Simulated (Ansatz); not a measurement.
# C₃H₃NS: up Jacob's ladder to CCSD(T)

An exercise on one series of results from a longer session: the logs are not shown, and one member is left open.

The runs use Ansatz 0.2.0, Gaussian basis; functionals in def2-TZVPP, the program's frozen cores in correlated methods.

Plan: LDA (SPW92), PBE-D4, revPBE-D4, BLYP-D4, r2SCAN-D4, B97M-V, PBE0-D4, B3LYP-D4, r2SCANh-D4, r2SCAN0-D4, HSE06-D4, BHLYP-D4, CAM-B3LYP-D4, LC-ωPBE, ωB97X-V, ωB97M-V, B2PLYP, PBE-QIDH; CCSD(T)/def2-SVP; CCSD(T)/def2-TZVPP; MP2/def2-QZVPP; extrapolation to the limit; RPA on PBE.

## Structure used throughout

An earlier PBE0-D4 in a triple-zeta def2 set relaxation fixed the geometry.

SMILES `c1cscn1`, 8 atoms, charge 0, spin multiplicity 1.

Atoms are counted from 1 here; the program's logs count them from 0.

Bond lengths: C1–C2 1.361 Å, C1–N5 1.363 Å, C1–H6 1.082 Å, C2–S3 1.704 Å, C2–H7 1.078 Å, S3–C4 1.716 Å, C4–N5 1.296 Å, C4–H8 1.082 Å. Angles: C2–C1–N5 115.8°, C2–C1–H6 124.8°, N5–C1–H6 119.4°, C1–C2–S3 109.5°, C1–C2–H7 128.7°, S3–C2–H7 121.8°, C2–S3–C4 89.4°, S3–C4–N5 115.0°, S3–C4–H8 121.0°, N5–C4–H8 124.0°, C1–N5–C4 110.4°.

Set-up of the first run:

Contents of in.yaml:

```yaml
crystal:
  periodic: [false, false, false]
  atoms:
    - {symbol: C, position_ang: [-0.315940, 0.794595, 0.466565]}
    - {symbol: C, position_ang: [0.996548, 0.480410, 0.288718]}
    - {symbol: S, position_ang: [1.117874, -0.982001, -0.578251]}
    - {symbol: C, position_ang: [-0.594409, -1.067428, -0.640061]}
    - {symbol: N, position_ang: [-1.212662, -0.085905, -0.061706]}
    - {symbol: H, position_ang: [-0.675713, 1.673163, 0.985466]}
    - {symbol: H, position_ang: [1.870285, 1.021491, 0.615596]}
    - {symbol: H, position_ang: [-1.093785, -1.891425, -1.132127]}
basis:
  gaussian: {orbitals: def2-TZVPP}
hamiltonian: {xc: lda}
output: {orbitals: {seedname: orbitals}}
```

Steps of the session up to this table: LDA; PBE-D4 (GGA); revPBE-D4 (GGA); BLYP-D4 (GGA); r2SCAN-D4 (meta-GGA); B97M-V (meta-GGA); PBE0-D4 (hybrid); B3LYP-D4 (hybrid); r2SCANh-D4 (hybrid); r2SCAN0-D4 (hybrid); HSE06-D4 (hybrid); BHLYP-D4 (hybrid); CAM-B3LYP-D4 (range-separated); LC-ωPBE-D4 (range-separated; the results give it without D4); ωB97X-V (range-separated); ωB97M-V (range-separated); B2PLYP (double hybrid); PBE-QIDH (double hybrid).

One table of the session follows, with a row left open; its other results are not shown here.

It belongs to the step «Frontier levels by functional». 

```
  functional  HOMO (eV)  gap (eV)
 LDA (SPW92)      -6.54      4.59
      PBE-D4      -6.33      4.60
   revPBE-D4      -6.25      4.61
     BLYP-D4      -6.14      4.56
   r2SCAN-D4      -6.50      4.93
      B97M-V      -6.46      4.96
     PBE0-D4      -7.35      6.54
    B3LYP-D4      -7.13      6.11
  r2SCANh-D4      -6.89      5.66
  r2SCAN0-D4      -7.48      6.75
    HSE06-D4      -6.96      5.76
    BHLYP-D4      -8.19      8.42
CAM-B3LYP-D4      -8.61      8.91
     LC-ωPBE      -9.96     11.32
     ωB97X-V          ?         ?
     ωB97M-V      -9.47     10.78
```

**Question.** Estimate the row for ωB97X-V.

**Answer.** HOMO (eV): -9.58; gap (eV): 10.93. In the column «HOMO (eV)» it lies between LC-ωPBE (-9.96) and ωB97M-V (-9.47).
